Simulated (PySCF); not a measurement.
## Telling isomers of C$_{4}$H$_{8}$F$_{2}$ apart by NMR

PySCF 2.14.0 with density-fitted response routines calculation with geometry from PBE0-D3(BJ)/def2-SVP, J: B3LYP/pcJ-1 (spin–dipole term left out of most H,H and C,H couplings) and PBE0/pcSseg-1 with gauge-including orbitals; non-relativistic Hamiltonian, averaged over atoms made equivalent by symmetry, fast rotation or ring inversion, no solvent, one computed conformer.

Shifts are taken against calculated references (same method and geometry level): ¹H (σ = 31.27 ppm), ¹³C (σ = 184.41 ppm) against TMS. Multiplet labels drop J under 1 Hz and among equivalent protons, and merge close values. Unscaled 3J(H,H) run several per cent high. Vicinal couplings that depend on rotamer populations or ring flexing (ring, CH–CH, X–H and H–F types) are those of the one conformer. One-bond C–F couplings are unscaled and too large by tens of Hz. Shifts are as computed. Against solution values, carbons near 30 ppm lie about +2 ppm off and those near 130 ppm about +5 ppm. Of 1211 compounds with measured shifts, 218 miss one by over three times the rms of a fit or turn the order of signals round; such compounds aren't used in these exercises.

(1) Tabulate the signals of `CC(C)C(F)F`, `CCC(C)(F)F` and their relative energies.

(2) What is the quickest way to tell CC(C)C(F)F from CCC(C)(F)F?

Results:

(1) 
```tsv
SMILES	carbon types	δC	δH	E rel. (kcal/mol)
CC(C)C(F)F	2×CH 2×CH3	121.6, 34.8, 15.5	5.64 (td, 1H), 1.52 (t of sept of d, 1H), 1.01 (d, 6H)	5.0
CCC(C)(F)F	1×C 1×CH2 2×CH3	123.8, 33.9, 26.4, 7.0	1.48 (tq, 2H), 1.48 (t, 3H), 1.14 (t, 3H)	0.0
```

Energies are electronic energies at PBE0/pcSseg-1 on these geometries, without zero-point or thermal terms, each for the one conformer computed, which needn't be the lowest.

(2) Count the carbon signals: 3 against 4. The first has an sp3 CH bonded to 2 F at 121.6 ppm, the second a fully substituted sp3 carbon bonded to 2 F (C) at 123.8 ppm. In the proton spectra the most deshielded non-exchanging signals are 5.64 (td, J = 64.6, 1.9 Hz, 1H) and 1.48 (tq, J = 16.1, 8.4 Hz, 2H).
